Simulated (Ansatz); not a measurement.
We consider fcc Cu, described by HSE06 (Ansatz, a first-principles code, plane waves, PAW).

Settings: plane-wave cutoff 500 eV, 8×10×1 k mesh (along the axes of the cell as run), Fermi–Dirac smearing 0.1 eV, scalar-relativistic PAW data made under PBE.

The cell is the one relaxed with r²SCAN.

Question: Estimate the surface energy of the (110) face and work function of the (110) face that the calculation returns.

Answer: 
* **surface energy of the (110) face**: 1.52 J/m²
* **work function of the (110) face**: 4.31 eV

Note: exact exchange on metals is sensitive to the k mesh and can open a false gap.

The slab of 8 atoms is relaxed and unreconstructed.

The computed numbers hold no vibrational or temperature effects.

The result took roughly 15 core-minutes.
